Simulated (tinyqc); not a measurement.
Worked calculation: UHF in the sto-3g basis, for BH, spin multiplicity 3. One step of it, computed by the program tinyqc.

Problem. Iteration 1: building the Fock matrix. J_ij = sum D_kl (ij|kl) with D = D(alpha) + D(beta), K_ij = sum D_kl (ik|jl) for each spin; F = H + J - K(s); E = tr D H + tr D J / 2 - 0.5 sum_s tr D(s) K(s) + E_nn.

D(alpha) at the start, lower triangle:
```
            1B 1s      1B 2s     1B 2px    1B 2py     1B 2pz     2H 1s
1B 1s    1.081289
1B 2s   -0.306539   1.148567
1B 2px   0.000000   0.000000   0.019718
1B 2py   0.000000   0.000000  -0.139029  0.980282
1B 2pz  -0.016814   0.075153   0.000000  0.000000   1.079977
2H 1s    0.026333  -0.082982   0.000000  0.000000  -0.093678  0.013259
```

D(beta) at the start, lower triangle:
```
            1B 1s      1B 2s    1B 2px    1B 2py     1B 2pz     2H 1s
1B 1s    1.057374
1B 2s   -0.213132   0.783732
1B 2px   0.000000   0.000000  0.000000
1B 2py   0.000000   0.000000  0.000000  0.000000
1B 2pz  -0.143145   0.568583  0.000000  0.000000   0.412628
2H 1s    0.030462  -0.099111  0.000000  0.000000  -0.071863  0.012546
```

core Hamiltonian H = T + V (hartree), lower triangle:
```
             1B 1s      1B 2s     1B 2px     1B 2py     1B 2pz      2H 1s
1B 1s   -12.743414
1B 2s    -3.301074  -3.823058
1B 2px    0.000000   0.000000  -2.991262
1B 2py    0.000000   0.000000   0.000000  -2.991262
1B 2pz   -0.016761  -0.150330   0.000000   0.000000  -3.101716
2H 1s    -0.715975  -1.572017   0.000000   0.000000  -1.458076  -2.554410
```

Two-electron integrals (ij|kl) in chemists' order, unique and non-zero (hartree):
```
(11|11) 2.923513   (21|11) 0.518376   (21|21) 0.109262   (22|11) 0.744229
(22|21) 0.193177   (22|22) 0.544804   (31|31) 0.020264   (32|31) 0.029996
(32|32) 0.120346   (33|11) 0.742491   (33|21) 0.193240   (33|22) 0.544682
(33|33) 0.586773   (41|41) 0.020264   (42|41) 0.029996   (42|42) 0.120346
(43|43) 0.031630   (44|11) 0.742491   (44|21) 0.193240   (44|22) 0.544682
(44|33) 0.523513   (44|44) 0.586773   (51|51) 0.020264   (52|51) 0.029996
(52|52) 0.120346   (53|53) 0.031630   (54|54) 0.031630   (55|11) 0.742491
(55|21) 0.193240   (55|22) 0.544682   (55|33) 0.523513   (55|44) 0.523513
(55|55) 0.586773   (61|11) 0.110502   (61|21) 0.023214   (61|22) 0.041184
(61|33) 0.040982   (61|44) 0.040982   (61|51) 0.001689   (61|52) 0.003107
(61|55) 0.041611   (61|61) 0.005089   (62|11) 0.260186   (62|21) 0.068550
(62|22) 0.211881   (62|33) 0.205886   (62|44) 0.205886   (62|51) 0.007558
(62|52) 0.045507   (62|55) 0.223678   (62|61) 0.015547   (62|62) 0.112379
(63|31) 0.006953   (63|32) 0.032247   (63|53) 0.008562   (63|63) 0.012594
(64|41) 0.006953   (64|42) 0.032247   (64|54) 0.008562   (64|64) 0.012594
(65|11) 0.241162   (65|21) 0.064394   (65|22) 0.210062   (65|33) 0.198875
(65|44) 0.198875   (65|51) 0.013107   (65|52) 0.073589   (65|55) 0.232214
(65|61) 0.015338   (65|62) 0.130563   (65|65) 0.161201   (66|11) 0.417059
(66|21) 0.111944   (66|22) 0.390876   (66|33) 0.367533   (66|44) 0.367533
(66|51) 0.015235   (66|52) 0.120908   (66|55) 0.437131   (66|61) 0.025909
(66|62) 0.262892   (66|65) 0.332350   (66|66) 0.774606
```

nuclear repulsion = 2.11164091 hartree

Give: Coulomb J; exchange K(alpha); exchange K(beta); F(alpha); F(beta); total energy of this density.

Solution.

Coulomb J (hartree), lower triangle:
```
        1B 1s  1B 2s  1B 2px  1B 2py  1B 2pz  2H 1s
1B 1s   8.851
1B 2s   1.809  3.669
1B 2px  0.000  0.000   3.619
1B 2py  0.000  0.000  -0.009   3.680
1B 2pz  0.026  0.108   0.000   0.000   3.697
2H 1s   0.389  1.415   0.000   0.000   1.400  2.519
```

exchange K(alpha) (hartree), lower triangle:
```
        1B 1s  1B 2s  1B 2px  1B 2py  1B 2pz  2H 1s
1B 1s   3.013
1B 2s   0.581  0.837
1B 2px  0.000  0.000   0.212
1B 2py  0.000  0.000  -0.077   0.745
1B 2pz  0.000  0.001   0.000   0.000   0.754
2H 1s   0.132  0.306   0.000   0.000   0.260  0.237
```

exchange K(beta) (hartree), lower triangle:
```
        1B 1s  1B 2s  1B 2px  1B 2py  1B 2pz  2H 1s
1B 1s   2.966
1B 2s   0.527  0.467
1B 2px  0.000  0.000   0.109
1B 2py  0.000  0.000   0.000   0.109
1B 2pz  0.015  0.303   0.000   0.000   0.300
2H 1s   0.120  0.272   0.000   0.000   0.229  0.209
```

F(alpha) (hartree), lower triangle:
```
         1B 1s   1B 2s  1B 2px  1B 2py  1B 2pz   2H 1s
1B 1s   -6.905
1B 2s   -2.073  -0.991
1B 2px   0.000   0.000   0.416
1B 2py   0.000   0.000   0.068  -0.057
1B 2pz   0.009  -0.043   0.000   0.000  -0.159
2H 1s   -0.459  -0.463   0.000   0.000  -0.318  -0.272
```

F(beta) (hartree), lower triangle:
```
         1B 1s   1B 2s  1B 2px  1B 2py  1B 2pz   2H 1s
1B 1s   -6.858
1B 2s   -2.019  -0.621
1B 2px   0.000   0.000   0.519
1B 2py   0.000   0.000  -0.009   0.580
1B 2pz  -0.006  -0.346   0.000   0.000   0.295
2H 1s   -0.447  -0.430   0.000   0.000  -0.287  -0.244
```

total energy of this density = -24.20493 hartree
